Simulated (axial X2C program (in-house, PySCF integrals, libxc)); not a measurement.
## CH⁻: bond constants with and without spin–orbit coupling

All values were computed with an in-house all-electron X2C program for linear molecules (integrals from PySCF). Spin-free means the one-electron spin-free X2C Hamiltonian; two-component (2c) means X2C with spin–orbit coupling and atomic mean-field two-electron Coulomb and Gaunt terms, so the difference of the two also holds small scalar two-electron terms. Basis: C dyall-av3z [8s7p3d2f], H dyall-av3z [7s3p2d] (cores contracted in-house); Gaussian nuclei, density fitting, unrestricted open shells. Masses: C 12.000 u, H 1.008 u.

The run was started with this input:
```json
{"zs": [6, 1], "q": -1, "bas": ["dyall-av3z", "dyall-av3z"], "levels": ["PBE0", "HF", "M06"], "cc": true, "r0": 1.07, "thr": -2.0, "nmax": 90, "npts": 10, "nst": 2, "ntry": 6}
```
```bash
python so2c.py task.json out
```

Keys: zs atomic numbers; q charge; bas basis sets; levels methods; cc coupled cluster on or off; r0 starting distance in Å; thr threshold in hartree for freezing inner shells (an s shell follows its p shell); nmax most natural virtual spinors; npts points on the curve; nst determinants followed; ntry starts of the search. HF also brings MP2.

State, spin-free: M_S = 1, Λ = 0 (beyond evenly filled blocks: π+α, π-α); electrons by block: σα: 3, σβ: 3, π+α: 1, π-α: 1. Fragments: C- + H.

State, 2c: Ω = 1 (⟨Sz⟩ = 1.00, ⟨Lz⟩ = 0.00 at PBE0); electrons by block: 1/2: 3, -1/2: 4, 3/2: 1. Fragments: C- + H.

| Hamiltonian | level | Re (Å) | ωe (cm⁻¹) | ωexe (cm⁻¹) | Be (cm⁻¹) | αe (cm⁻¹) | De (eV) | D0 (eV) | k (mdyn/Å) | μ (D) |
| --- | --- | --- | --- | --- | --- | --- | --- | --- | --- | --- |
| 2c | PBE0 | 1.137 | 2650.8 | 72.9 | 14.02 | 0.608 | 3.56 | 3.40 | 3.85 | 1.28 |
| 2c | HF | 1.125 | 2722.1 | 85.3 | 14.32 | 0.656 | 2.44 | 2.27 | 4.06 | 1.51 |
| 2c | MP2 | 1.130 | 2742.8 | 68.5 | 14.21 | 0.574 | 3.39 | 3.22 | 4.12 | n/a |
| 2c | CCSD | 1.137 | 2639.6 | 77.5 | 14.02 | 0.635 | 3.47 | 3.31 | 3.82 | n/a |
| 2c | CCSD(T) | 1.140 | 2615.5 | 78.1 | 13.95 | 0.639 | 3.51 | 3.35 | 3.75 | n/a |
| 2c | M06 | 1.131 | 2609.4 | 96.2 | 14.17 | 0.826 | 3.51 | 3.35 | 3.73 | 1.35 |

Spin-free values that have a 2c row agree with it to the digits that matter (0.001 Å, 0.01 eV) and are not repeated.

Correlated methods: 6 electrons correlated (number of frozen shells: C 1 s; H none), 150 virtual spin orbitals or spinors in MP2, 86 natural virtuals in coupled cluster.

Dipoles are positive if H is the positive end and refer to the centre of mass.

The state is a single determinant with fixed occupations, the lowest that a limited PBE0 search found. De is counted from the lowest determinant-based energies of the atoms at the same level, without counterpoise correction. Density functionals use the spin component along the axis (collinear). Coupled cluster ran in a truncated set of natural virtual spinors; the MP2 energy of the rest was added. (T) has no such correction and the atoms are truncated less, which lowers De at CCSD(T) by a hundredth of an eV or more. Without a current term, density functionals place determinants with orbital angular momentum somewhat too high. With several unpaired electrons one determinant need not be a pure state. Open-shell Ω = 0 determinants with evenly filled partner blocks cannot be reached by this program, so the Ω shown need not be the lowest component. This is the Ω = 1 component of a π² triplet; the 0⁺ component is not one determinant and can lie lowest. The highest occupied level of some functionals is positive through self-interaction error; at Hartree–Fock it is bound. Hartree–Fock gets electron affinities wrong, so its lowest charge split need not be the true one.

Rough cost a point (2c) on 1 thread(s) of a shared host, integrals apart: PBE0 0.15 s, HF 0.07 s, CCSD(T) 1 s, M06 0.3 s.
